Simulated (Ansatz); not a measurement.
**CH4Si (built from SMILES C[SiH]): one structure at several levels**

The atoms stand at a displaced guess of a reacting structure. How far do the functionals agree with CCSD(T) there?

Computed with Ansatz 0.2.0, Gaussian basis. Level: single points in def2-TZVPP.

Cores are frozen in the correlated methods.

## 1. The system as given

6 atoms, charge 0, spin multiplicity 1.

Atoms are counted from 1 here; the program's logs count them from 0.

Bond lengths: C2–Si3 1.877 Å, C2–H5 1.234 Å, C2–H6 1.100 Å, Si3–H4 1.405 Å. Angles: Si3–C2–H5 121.2°, Si3–C2–H6 124.9°, H5–C2–H6 112.3°, C2–Si3–H4 100.4°.

Coordinates:

```csv
atom,x (Å),y (Å),z (Å)
H1,-0.5892,-0.2164,0.9033
C2,-0.4771,0.2069,-0.4073
Si3,0.7726,-1.0768,0.1534
H4,1.7480,-0.2459,0.7310
H5,-0.2165,1.4126,-0.3707
H6,-1.3762,-0.0086,-1.0034
```

## 2. CCSD(T)/def2-TZVPP

Input file run/in.yaml:

```yaml
crystal:
  periodic: [false, false, false]
  atoms:
    - {symbol: H, position_ang: [-0.589200, -0.216400, 0.903300]}
    - {symbol: C, position_ang: [-0.477100, 0.206900, -0.407300]}
    - {symbol: Si, position_ang: [0.772600, -1.076800, 0.153400]}
    - {symbol: H, position_ang: [1.748000, -0.245900, 0.731000]}
    - {symbol: H, position_ang: [-0.216500, 1.412600, -0.370700]}
    - {symbol: H, position_ang: [-1.376200, -0.008600, -1.003400]}
basis:
  gaussian: {orbitals: def2-TZVPP}
correlation: {method: ccsd_t}
output: {forces: true}
```

No record of the launch command was kept for these runs.

## 3. PBE0-D4/def2-TZVPP

Edit run/in.yaml of step 2 so:

```diff
@@ -11,3 +11,3 @@
   gaussian: {orbitals: def2-TZVPP}
-correlation: {method: ccsd_t}
-output: {forces: true}
+hamiltonian: {xc: pbe0, dispersion: d4}
+output: {forces: true, orbitals: {seedname: orbitals}}
```

## 4. wB97M-V/def2-TZVPP

Edit run/in.yaml of step 3 so:

```diff
@@ -11,3 +11,3 @@
   gaussian: {orbitals: def2-TZVPP}
-hamiltonian: {xc: pbe0, dispersion: d4}
-output: {forces: true, orbitals: {seedname: orbitals}}
+hamiltonian: {xc: {name: wB97M-V}}
+output: {forces: true}
```

## 5. r2SCAN-D4/def2-TZVPP

Edit run/in.yaml of step 4 so:

```diff
@@ -11,3 +11,3 @@
   gaussian: {orbitals: def2-TZVPP}
-hamiltonian: {xc: {name: wB97M-V}}
+hamiltonian: {xc: r2scan, dispersion: d4}
 output: {forces: true}
```

## 6. PBE-D4/def2-TZVPP

Edit run/in.yaml of step 5 so:

```diff
@@ -11,3 +11,3 @@
   gaussian: {orbitals: def2-TZVPP}
-hamiltonian: {xc: r2scan, dispersion: d4}
+hamiltonian: {xc: pbe, dispersion: d4}
 output: {forces: true}
```

## 7. CAM-B3LYP-D4/def2-TZVPP

Edit run/in.yaml of step 6 so:

```diff
@@ -11,3 +11,3 @@
   gaussian: {orbitals: def2-TZVPP}
-hamiltonian: {xc: pbe, dispersion: d4}
+hamiltonian: {xc: {name: CAM-B3LYP}, dispersion: d4}
 output: {forces: true}
```

## 8. LC-wPBE/def2-TZVPP

Edit run/in.yaml of step 7 so:

```diff
@@ -11,3 +11,3 @@
   gaussian: {orbitals: def2-TZVPP}
-hamiltonian: {xc: {name: CAM-B3LYP}, dispersion: d4}
+hamiltonian: {xc: {name: LC-wPBE}}
 output: {forces: true}
```

(Steps that only read results are left out.)

Before running it: what results should come out? Wanted: energy less free atoms, CCSD(T)/def2-TZVPP; RMS force component; RMS force error; HOMO and LUMO, PBE0-D4; T1 diagnostic.

As calculated:

| quantity | value |
| --- | --- |
| energy less free atoms, CCSD(T)/def2-TZVPP | -418.8 kcal/mol |
| RMS force component | 1.537 to 1.639 eV/Å over the methods |
| RMS force error | PBE0-D4 0.095, wB97M-V 0.070, r2SCAN-D4 0.099, PBE-D4 0.149, CAM-B3LYP-D4 0.102, LC-wPBE 0.181 eV/Å |
| HOMO and LUMO, PBE0-D4 | -6.12 and -1.87 eV |
| T1 diagnostic | 0.015 |

Against CCSD(T) the functionals' energies less atoms differ by -14.6 to -2.3 kcal/mol, PBE-D4 by -14.6 kcal/mol. The reference is not at the basis limit: in triple zeta CCSD(T) underbinds, which counts against methods that bind more; the gaps are no ranking. For forces wB97M-V does best and LC-wPBE worst. Frozen-core CCSD(T) forces in triple zeta carry basis errors of their own, and this is one geometry, so small gaps rank nothing. The restricted Hartree–Fock reference is unstable towards an unrestricted one at one or more of these structures.
